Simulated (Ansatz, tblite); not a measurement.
Spin states of the cluster P2S2⁻ (the lowest doublet isomer of a short search), each relaxed with PBE0-D4/def2-TZVPD in Ansatz. Electronic energies in the gas phase.

The xTB rows come from tblite. Correlated methods freeze 20 core orbitals. The structure comes from a short search, and lower isomers may exist.

Doublet geometry:

```xyz
4

P    -1.260   -0.249   -0.969
P     0.346   -0.695    0.489
S    -1.161    0.950    0.713
S     2.075   -0.007   -0.233
```

Quartet geometry (C2 within 0.1 Å):

```csv
atom,x (Å),y (Å),z (Å)
P1,-0.740,1.029,-0.379
P2,-0.038,-0.441,1.246
S3,0.797,1.701,-1.419
S4,-0.019,-2.288,0.552
```

⟨S²⟩: doublet 0.76 at PBE0-D4/def2-TZVPD (pure 0.75), quartet 3.77 at PBE0-D4/def2-TZVPD (pure 3.75).

Only these spin states were relaxed. The quartet has other bonds than the doublet, so the gap mixes isomer and spin.

(1) Estimate which spin state lies lowest at each of these levels, and by how much: GFN1-xTB; HF/STO-3G; r2SCANh-D4/def2-TZVPD; r2SCAN0-D4/def2-TZVPD; PBE-QIDH/def2-TZVPD; MP2/def2-TZVPD; CCSD/def2-TZVPD; CCSD(T)/def2-TZVPD.

## Answers

(1) 
```json
{"level": "GFN1-xTB", "quartet − doublet (kJ/mol)": "146.3", "lowest of these": "doublet", "remarks": "–"}
{"level": "HF/STO-3G", "quartet − doublet (kJ/mol)": "75.2", "lowest of these": "doublet", "remarks": "HOMO above zero (doublet), HOMO above zero (quartet)"}
{"level": "r2SCANh-D4/def2-TZVPD", "quartet − doublet (kJ/mol)": "86.5", "lowest of these": "doublet", "remarks": "–"}
{"level": "r2SCAN0-D4/def2-TZVPD", "quartet − doublet (kJ/mol)": "90.3", "lowest of these": "doublet", "remarks": "–"}
{"level": "PBE-QIDH/def2-TZVPD", "quartet − doublet (kJ/mol)": "111.7", "lowest of these": "doublet", "remarks": "–"}
{"level": "MP2/def2-TZVPD", "quartet − doublet (kJ/mol)": "121.0", "lowest of these": "doublet", "remarks": "–"}
{"level": "CCSD/def2-TZVPD", "quartet − doublet (kJ/mol)": "100.9", "lowest of these": "doublet", "remarks": "–"}
{"level": "CCSD(T)/def2-TZVPD", "quartet − doublet (kJ/mol)": "103.4", "lowest of these": "doublet", "remarks": "–"}
```

The xTB methods have no term that favours high spin, so they put low spin too low.
